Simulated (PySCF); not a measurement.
Atomic charges by several schemes

Methacrylic acid, C₄H₆O₂.
Z-matrix (Å and degrees, PBE0-D3(BJ)/def2-SVP geometry), rows numbered from 1:
```
C 
C   1  1.3391
C   2  1.4951  1  124.47
C   2  1.4898  1  120.65  3   179.98
O   4  1.2063  2  123.45  1  -179.79
O   4  1.3408  2  114.30  1     0.26
H   1  1.0913  2  120.94  3  -179.92
H   1  1.0934  2  121.00  3     0.05
H   3  1.1007  2  110.65  1  -122.83
H   3  1.0980  2  111.19  1    -1.41
H   3  1.1011  2  110.68  1   119.86
H   6  0.9687  4  105.92  2   179.89
```

Density: PBE0/pcSseg-1 (PySCF); schemes: Mulliken, IAO, Hirshfeld and ESP-fitted. Isolated species at its PBE0-D3(BJ)/def2-SVP geometry (one conformer only).

Problem. Tabulate the Mulliken, IAO, Hirshfeld and ESP-fitted charges.

Solution. In e; atoms taken as equivalent share a row and are averaged (×n: the atom named and its like, n in all):

| atom | environment | Mulliken | IAO | Hirshfeld | ESP-fitted |
| --- | --- | --- | --- | --- | --- |
| C1 | terminal =CH2 carbon | -0.005 | -0.275 | -0.079 | -0.541 |
| C2 | fully substituted alkene carbon | -0.512 | -0.034 | -0.005 | +0.214 |
| C3 | allylic carbon | -0.143 | -0.416 | -0.117 | -0.551 |
| C4 | carboxylic acid carbon | +0.544 | +0.517 | +0.205 | +0.613 |
| O5 | acid carbonyl oxygen | -0.408 | -0.471 | -0.267 | -0.522 |
| O6 | acid hydroxyl oxygen | -0.367 | -0.481 | -0.165 | -0.592 |
| H7 | vinylic hydrogen | +0.136 | +0.167 | +0.047 | +0.223 |
| H8 | vinylic hydrogen | +0.121 | +0.153 | +0.055 | +0.225 |
| H9/H10/H11 | methyl hydrogen | +0.132 | +0.155 | +0.047 | +0.165 |
| H12 | acid proton | +0.240 | +0.374 | +0.184 | +0.435 |

Mean size of the charges over all atoms: ESP-fitted 0.368 e, IAO 0.279 e, Mulliken 0.239 e, Hirshfeld 0.106 e. Each set sums to the total charge, 0, to within 0.001 e. The Hirshfeld scheme divides the density at each point in proportion to the densities of the neutral, spherically averaged free atoms.

Lowest charge. The schemes don't all agree: Mulliken C2 (-0.512); IAO O6 (-0.481); Hirshfeld O5 (-0.267); ESP-fitted O6 (-0.592).

Highest charge. All schemes agree: Mulliken C4 (+0.544); IAO C4 (+0.517); Hirshfeld C4 (+0.205); ESP-fitted C4 (+0.613).

Problem. Sum the charges by element.

Solution. 
```csv
element,atoms,Mulliken,IAO,Hirshfeld,ESP-fitted
C,4,-0.116,-0.208,+0.004,-0.265
O,2,-0.776,-0.952,-0.432,-1.113
H,6,+0.892,+1.160,+0.428,+1.379
```

Problem. How closely do the schemes follow one another over all atoms?

Solution. Correlation coefficient and root-mean-square difference: IAO with ESP-fitted 0.97, 0.125 e; IAO with Hirshfeld 0.97, 0.196 e; Hirshfeld with ESP-fitted 0.92, 0.292 e; Mulliken with Hirshfeld 0.82, 0.199 e; Mulliken with IAO 0.82, 0.186 e; Mulliken with ESP-fitted 0.67, 0.304 e.

Problem. How many electrons does the IAO scheme count on C4?

Solution. Z − q = 6 − (+0.517) = 5.483.
